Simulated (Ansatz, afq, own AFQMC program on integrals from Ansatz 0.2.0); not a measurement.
# Atomization energy of NHO, singlet

```xyz
3

N     0.0000   -0.1339    0.5885
O     0.0000    0.0668   -0.5843
H     0.0000    0.7999    1.0971
```

Connectivity, by distances: NH–O.

Atoms in their ground-state spins without spin–orbit coupling (mostly on UHF) minus the molecule (RHF), without zero-point energy. The geometry is a stationary point, not shown to be a minimum.

Basis cc-pVDZ. Only valence electrons are correlated. Integrals, coupled cluster, full CI and functionals: Ansatz 0.2.0; the random walks run on the same integrals in our own AFQMC program. ph-AFQMC/CISD is guided by a CISD state made of CCSD amplitudes; releasing the constraint for a short imaginary time cuts its bias at the price of noise, slowly where states lie close. Free AFQMC starts from the CCSD state and is never constrained. Its projection time is finite, and what remains of the start isn't in its error. Uncertainties: one standard error, sampling alone. The errors of all members are added in quadrature.

No full CI on the walks' own integrals is used here; CCSDT(Q) serves as the reference and is uncertain by about the last step of the cluster series. Each member takes its own surest rung, up to full CI.

The best estimate is CCSD(T) at the basis-set limit (CBS: def2-TZVPP and def2-QZVPP, with their diffuse functions for anions and beside diffuse sets, CCSD(T) itself extrapolated) plus the step from CCSD(T) to CCSDT(Q) in cc-pVDZ. Rows without CBS are in cc-pVDZ, the functionals in def2-TZVP; B2PLYP and the wave-function rows carry a basis error of their own. Core correlation and relativity beyond core potentials are missing, and ± holds the sampling alone.

Cautions: NHO (singlet): higher spins were not checked, restricted determinant unstable towards unrestricted (UHF 91 meV lower, ⟨S²⟩ 0.41).

Best estimate: 859.2 kJ/mol.

```tsv
level	atomization energy (kJ/mol)	error against the best estimate (kJ/mol)
HF	308.3	-550.9
MP2	763.9	-95.3
CCSD	714.8	-144.4
CCSD(T)	741.4	-117.8
CCSDT	741.7	-117.6
CCSDT(Q)	745.5	-113.7
ph-AFQMC/CISD	745.1 ± 1.4	-114.1 ± 1.4
released AFQMC	744.3 ± 2.8	-114.9 ± 2.8
free AFQMC	743.0 ± 2.3	-116.3 ± 2.3
HF/CBS	335.6	-523.7
MP2/CBS	889.0	29.7
CCSD(T)/CBS	855.2	-4.0
wB97M-V	863.4	4.1
```

Correlation beyond CCSD(T) adds 4.0 kJ/mol. Going to the basis-set limit adds 113.8 kJ/mol at CCSD(T). The perturbative (T) step is worth +26.6 kJ/mol.

Best estimates are given only where the step beyond CCSD(T) is under 0.3 eV and no member's determinant is very poor (T1 over 0.05, or 0.07 for open shells, ⟨S²⟩ too high by 0.3, two states mixed), so the hardest cases are missing from such tables.

The functionals ran in a triple-zeta set and keep a basis error of their own, a few kJ/mol for each bond in atomization energies and more for double hybrids, so close places among them and the extrapolated levels can swap.

CCSDT and higher add their correlation energy to the determinant of the CCSD(T) run, since their own runs factorise the integrals more tightly (a shift of under 2 meV). Free projections are given only where their last times agree within the noise and don't stop above the reference; a slow remainder of the start can still hide under it. Each member of a difference takes its own highest rung, so a best estimate needn't equal the limit plus the step of one row. A walk keeps the symmetry of its determinant, which the program's search chose and which needn't be the lowest solution, so a lower state of the same spin and another symmetry isn't excluded. Released energies are given only where the last usable release times agree within the noise; a slower fall can still hide under it.
